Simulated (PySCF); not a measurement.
The dipole of `O=C=S` from its density and from atomic charges.

Coordinates (PBE0-D3(BJ)/def2-TZVP, Å) and charges (e) from the PBE0/pcSseg-2 density (PySCF):

```json
{"atom": "O1", "x": "-1.158", "y": "0.322", "z": "0.106", "Mulliken": "-0.2205", "IAO": "-0.2713", "Hirshfeld": "-0.1365", "ESP-fitted": "-0.1723"}
{"atom": "C2", "x": "-0.027", "y": "0.105", "z": "0.097", "Mulliken": "+0.3004", "IAO": "+0.2532", "Hirshfeld": "+0.1688", "ESP-fitted": "+0.2243"}
{"atom": "S3", "x": "1.503", "y": "-0.189", "z": "0.085", "Mulliken": "-0.0800", "IAO": "+0.0180", "Hirshfeld": "-0.0323", "ESP-fitted": "-0.0520"}
```

Task: What dipole does each set of charges give (1 e·Å = 4.803 D), and what does the density give?

Result: The full density gives (0.67, -0.13, -0.01) D, 0.68 D in size; dipole vectors point from the negative to the positive end.

```tsv
scheme	μx	μy	μz	size (D)	share of the full size (%)	angle to the full dipole (°)
Mulliken	0.61	-0.12	-0.01	0.62	91	0
IAO	1.61	-0.31	-0.01	1.64	239	0
Hirshfeld	0.50	-0.10	0.00	0.51	75	0
ESP-fitted	0.55	-0.11	0.00	0.56	83	0
```

Task: Which set comes closest?

Result: Length of the difference vector: Mulliken 0.06 D, ESP-fitted 0.12 D, Hirshfeld 0.17 D, IAO 0.95 D. Closest: Mulliken. 

Task: What is left for the Hirshfeld atoms' own dipoles?

Result: The Hirshfeld atoms' densities add up to the full density, so μ = Σ q r + Σ (atomic dipoles). The atomic dipoles sum to (0.67, -0.13, -0.01) − (0.50, -0.10, 0.00) = (0.17, -0.03, -0.01) D, 0.17 D in size.

Task: Give the size of the full dipole in other units.

Result: 0.68 D = 0.269 au = 0.142 e·Å = 2.28 × 10⁻³⁰ C·m.

Isolated species at its PBE0-D3(BJ)/def2-TZVP geometry, gas phase.

The run behind these numbers computed NMR shieldings as well. The run took 7.2 s of wall time on Arm Neoverse N1, one thread (shared host), and the process peaked at 0.48 GiB of memory.
